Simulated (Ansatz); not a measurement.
# C3H7: levels of theory, part 2 of 2

The task, for C3H7: compare levels of theory; the runs are relaxing the atoms, harmonic vibrations and single point.

Ansatz 0.2.0; DFT unrestricted B3LYP+D3(BJ), Gaussian basis def2-TZVP, and further levels as typed in the inputs. The steps go on from the part before.

**12. Single point: unrestricted B3LYP, Gaussian basis def2-SVP**

It takes the final geometry of step 2.

Input file input.yaml:

```yaml
crystal:
  periodic: [false, false, false]
  atoms:
    - { symbol: C, position_ang: [1.27386899, 0.18044937, 0.1671393] }
    - { symbol: C, position_ang: [0.02726416, -0.05444658, -0.60545119] }
    - { symbol: C, position_ang: [-1.29113619, -0.10139432, 0.07697989] }
    - { symbol: H, position_ang: [1.52511749, -0.67785117, 0.8105755] }
    - { symbol: H, position_ang: [1.17254245, 1.03970041, 0.84002394] }
    - { symbol: H, position_ang: [2.13264526, 0.3566912, -0.48185002] }
    - { symbol: H, position_ang: [0.10003275, -0.388078, -1.63274089] }
    - { symbol: H, position_ang: [-1.39428001, -0.99863495, 0.70796035] }
    - { symbol: H, position_ang: [-2.12055129, -0.11065291, -0.63134902] }
    - { symbol: H, position_ang: [-1.42550362, 0.75422695, 0.74870214] }
magnetization:
  spin_polarized: true
  initial_magnetization: 1
basis:
  gaussian: { orbitals: def2-SVP }
hamiltonian:
  xc: { name: B3LYP }
```

The run is started by

```
> ansatz run input.yaml --threads 4 --pin off --max-ram 16384MiB --backend cpu --events-out ev --progress --plain --runs-dir out
```

Log (excerpt; [...] marks lines left out):

```text
Warning: RAYON_NUM_THREADS=4 ignored (pool sized by the plan → 4); use --threads N
Engine: ansatz 0.2.0, x86_64-unknown-linux-gnu
Functional definition: B3LYP
  parameter a0 = 0.2
  parameter ax = 0.72
  parameter ac = 0.81
  exchange = (1 - a0 - ax)*slater_x + ax*b88_x + a0*exact_x
  correlation = (1 - ac)*vwn_rpa_c + ac*lyp_c
880 factors; their error is unknown
mean field evaluation 1: about -3214.5334 eV, gradient 3.7e1 eV
mean field evaluation 2: about -3212.0606 eV, gradient 4.2e1 eV
mean field evaluation 4: about -3221.6327 eV, gradient 1.0e0 eV
mean field evaluation 8: about -3221.6176 eV, gradient 1.8e-1 eV
mean field evaluation 16: about -3221.6178 eV, gradient 2.5e-5 eV
mean field -3221.61776822 eV, -118.3922692911 hartree, gradient 2.4e-5 eV, S^2 0.753936; 0 other end points of the search recorded, 0 dependent functions left out
reference -3221.61796783 eV, -118.3922766267 hartree; 13, 12 occupied and 64, 65 virtual orbitals, 880 factors
Total energy: -3221.61796783 eV, -118.3922766267 hartree
```

Wall time 1.1 s (4 threads of Intel Xeon Platinum 8259CL at 2.50GHz (Skylake/Cascade Lake), shared host); peak memory 0.17 GiB.

**13. Single point: MP2 on unrestricted Hartree-Fock, Gaussian basis cc-pVTZ-PP-on-I, cc-pVTZ**

It takes the final geometry of step 2.

input.yaml, as its differences from that of step 12:

```diff
@@ -17,4 +17,6 @@
 basis:
-  gaussian: { orbitals: def2-SVP }
+  gaussian: { orbitals: cc-pVTZ-PP-on-I_cc-pVTZ.json }
 hamiltonian:
-  xc: { name: B3LYP }
+  xc: hf
+correlation:
+  method: mp2
```

The run is started by

```
> ansatz run input.yaml --threads 4 --pin off --max-ram 16384MiB --backend cpu --events-out ev --progress --plain --runs-dir out
```

Log:

```text
Warning: RAYON_NUM_THREADS=4 ignored (pool sized by the plan → 4); use --threads N
[... 4 set-up lines as earlier in the session ...]
1046 factors; integrals over basis functions are off by at most 1.0e-3 eV
mean field evaluation 1: about -3199.3758 eV, gradient 2.1e1 eV
mean field evaluation 2: about -3199.3746 eV, gradient 2.1e1 eV
mean field evaluation 4: about -3202.1446 eV, gradient 2.5e0 eV
mean field evaluation 8: about -3202.2138 eV, gradient 1.7e-3 eV
mean field -3202.21384882 eV, -117.6791884057 hartree, gradient 3.2e-6 eV, S^2 0.764515; 0 other end points of the search recorded, 0 dependent functions left out
3 core orbitals not correlated: weight in the atoms' cores, before any rotation towards them, 1.000 or more for the frozen orbitals, at most 0.000 for the correlated occupied ones
reference -3202.21384882 eV, -117.6791884057 hartree; 10, 9 occupied and 175, 176 virtual orbitals, 1046 factors
second order -13.73372457 eV of doubles, -0.00000000 eV of singles
Total energy: -3215.94757339 eV, -118.1838934745 hartree
```

It took 2.2 s on 4 threads of Intel Xeon Platinum 8259CL at 2.50GHz (Skylake/Cascade Lake), shared host; peak memory 0.36 GiB.

**14. Single point: CCSD(T) on unrestricted Hartree-Fock, Gaussian basis cc-pVTZ-PP-on-I, cc-pVTZ**

It takes the final geometry of step 2.

input.yaml, as its differences from that of step 13:

```diff
@@ -21,2 +21,2 @@
 correlation:
-  method: mp2
+  method: ccsd_t
```

The run is started by

```
> ansatz run input.yaml --threads 4 --pin off --max-ram 16384MiB --backend cpu --events-out ev --progress --plain --runs-dir out
```

Log (excerpt; [...] marks lines left out):

```text
Warning: RAYON_NUM_THREADS=4 ignored (pool sized by the plan → 4); use --threads N
[...]
[... 1 set-up line as earlier in the session ...]
[...]
1046 factors; integrals over basis functions are off by at most 1.0e-3 eV
[...]
mean field -3202.21384882 eV, -117.6791884057 hartree, gradient 3.2e-6 eV, S^2 0.764515; 0 other end points of the search recorded, 0 dependent functions left out
3 core orbitals not correlated: weight in the atoms' cores, before any rotation towards them, 1.000 or more for the frozen orbitals, at most 0.000 for the correlated occupied ones
reference -3202.21384882 eV, -117.6791884057 hartree; 10, 9 occupied and 175, 176 virtual orbitals, 1046 factors
second order -13.73372457 eV of doubles, -0.00000000 eV of singles
cycle   1  -14.48440833 eV  change   -7.5e-1 eV  update   7.0e-2
[...]
cycle   9  -14.88958839 eV  change    9.8e-6 eV  update   1.8e-5
[...]
perturbative correction -0.53307449 eV, -0.0195901263 hartree
Total energy: -3217.63651170 eV, -118.2459608127 hartree
```

Run time: 29 s. Hardware: 4 threads of Intel Xeon Platinum 8259CL at 2.50GHz (Skylake/Cascade Lake), shared host; peak memory 3.2 GiB.

**15. Summary of results**

The summary covers parts 1 to 2.

| step | level | energy above the lowest (eV) | charge | 2S+1 typed | ⟨S²⟩ | dipole (D) | time |
| --- | --- | --- | --- | --- | --- | --- | --- |
| 2 | unrestricted B3LYP+D3(BJ), Gaussian basis def2-TZVP | 0.000 | 0 | 2 | 0.75 | 0.19 | 22 s |
| 3 | unrestricted B3LYP+D3(BJ), Gaussian basis def2-TZVP | 0.000 | 0 | 2 | 0.75 | 0.19 | 45 s |
| 4 | unrestricted Hartree-Fock, Gaussian basis def2-TZVP | n/a | 0 | 2 | 0.76 | n/a | 0.9 s |
| 5 | unrestricted LDA, Gaussian basis def2-TZVP | n/a | 0 | 2 | 0.75 | n/a | 0.93 s |
| 6 | unrestricted PBE, Gaussian basis def2-TZVP | n/a | 0 | 2 | 0.75 | n/a | 1.6 s |
| 7 | unrestricted r2SCAN, Gaussian basis def2-TZVP | n/a | 0 | 2 | 0.76 | n/a | 2.5 s |
| 8 | unrestricted B3LYP, Gaussian basis def2-TZVP | n/a | 0 | 2 | 0.75 | n/a | 1.9 s |
| 9 | unrestricted B3LYP+D3(BJ), Gaussian basis def2-TZVP | 0.000 | 0 | 2 | 0.75 | n/a | 1.8 s |
| 10 | unrestricted PBE0, Gaussian basis def2-TZVP | n/a | 0 | 2 | 0.76 | n/a | 1.9 s |
| 11 | unrestricted wB97X-V, Gaussian basis def2-TZVP | n/a | 0 | 2 | 0.75 | n/a | 4.8 s |
| 12 | unrestricted B3LYP, Gaussian basis def2-SVP | n/a | 0 | 2 | 0.75 | n/a | 1.1 s |
| 13 | MP2 on unrestricted Hartree-Fock, Gaussian basis cc-pVTZ-PP-on-I, cc-pVTZ | n/a | 0 | 2 | 0.76 | n/a | 2.2 s |
| 14 | CCSD(T) on unrestricted Hartree-Fock, Gaussian basis cc-pVTZ-PP-on-I, cc-pVTZ | n/a | 0 | 2 | 0.76 | n/a | 29 s |

Energies compare only among runs of one formula, size, charge, level and basis; each such set counts from its lowest member.

| quantity | value |
| --- | --- |
| harmonic frequencies (step 3) | 110 to 3175 cm⁻¹ |
| zero-point energy (step 3) | 2.385 eV |

What this shows: In step 3 all modes are real: a minimum.
